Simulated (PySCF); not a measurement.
## Assigning NMR signals

Molfile (atoms numbered from 1):
```
C3H9N
     RDKit          3D

 13 12  0  0  0  0  0  0  0  0999 V2000
   -0.8465    1.0346    0.3879 C   0  0  0  0  0  0  0  0  0  0  0  0
   -0.0475   -0.0262   -0.3532 C   0  0  0  0  0  0  0  0  0  0  0  0
    1.3755   -0.1218    0.1753 C   0  0  0  0  0  0  0  0  0  0  0  0
   -0.7028   -1.3147   -0.1863 N   0  0  0  0  0  0  0  0  0  0  0  0
   -0.3690    2.0229    0.3093 H   0  0  0  0  0  0  0  0  0  0  0  0
   -0.9318    0.7663    1.4526 H   0  0  0  0  0  0  0  0  0  0  0  0
   -1.8661    1.1225   -0.0209 H   0  0  0  0  0  0  0  0  0  0  0  0
    0.0137    0.2875   -1.4201 H   0  0  0  0  0  0  0  0  0  0  0  0
    1.9515   -0.8886   -0.3676 H   0  0  0  0  0  0  0  0  0  0  0  0
    1.3657   -0.3998    1.2408 H   0  0  0  0  0  0  0  0  0  0  0  0
    1.9069    0.8354    0.0640 H   0  0  0  0  0  0  0  0  0  0  0  0
   -0.2050   -2.0336   -0.7089 H   0  0  0  0  0  0  0  0  0  0  0  0
   -1.6447   -1.2844   -0.5731 H   0  0  0  0  0  0  0  0  0  0  0  0
  1  2  1  0
  2  3  1  0
  2  4  1  0
  1  5  1  0
  1  6  1  0
  1  7  1  0
  2  8  1  0
  3  9  1  0
  3 10  1  0
  3 11  1  0
  4 12  1  0
  4 13  1  0
M  END
```

How the numbers were obtained: J: B3LYP/pcJ-1 (spin–dipole term only in couplings to heteroatoms), PBE0/pcSseg-1 with gauge-including orbitals, geometry from PBE0-D3(BJ)/def2-SVP, in PySCF 2.14.0 with density-fitted response routines (single conformer, rapidly exchanging positions averaged, gas phase, non-relativistic Hamiltonian).

Referencing at the same level of theory: ¹³C (σref 184.41) and ¹H (σref 31.27) against TMS.

(1) Assign these signals to the numbered atoms. ¹³C{¹H} NMR (computed): δ 44.5, 26.5.

(2) Assign these signals to the numbered atoms. ¹H NMR (500 MHz, computed): δ 3.08 (sept, J = 6.7 Hz, 1H), 0.97 (d, J = 6.7 Hz, 6H), 0.34 (br s, 2H).

Answers

(1) 
| δ (ppm) | atoms | environment | reason |
| --- | --- | --- | --- |
| 44.5 | C2 | sp3 CH bonded to N | pulled downfield by the heteroatom |
| 26.5 | C1/C3 | methyl carbon | saturated and bonded to C and H only |

(2) 
3.08 → H8, hydrogen on an sp3 CH bonded to N: its carbon carries N, hence the downfield position
0.97 → H5/H6/H7/H9/H10/H11, hydrogen on a methyl carbon
0.34 → H12/H13, hydrogen on an amine nitrogen: exchangeable, gas-phase position

Exchangeable OH/NH protons stand at their gas-phase positions; hydrogen bonding in a real sample shifts them, mostly to higher δ. Multiplet labels drop couplings under 1 Hz and merge nearly equal ones. Unscaled 3J(H,H) at this level run about 9 % above measured values. Shifts are as computed. Against solution values, carbons near 30 ppm lie about +2 ppm off and those near 130 ppm about +4 ppm. Of 246 compounds with measured shifts, 49 miss one by over three times the rms of a fit or turn the order of signals round; such compounds aren't used in these exercises. Couplings to exchangeable protons are dropped.
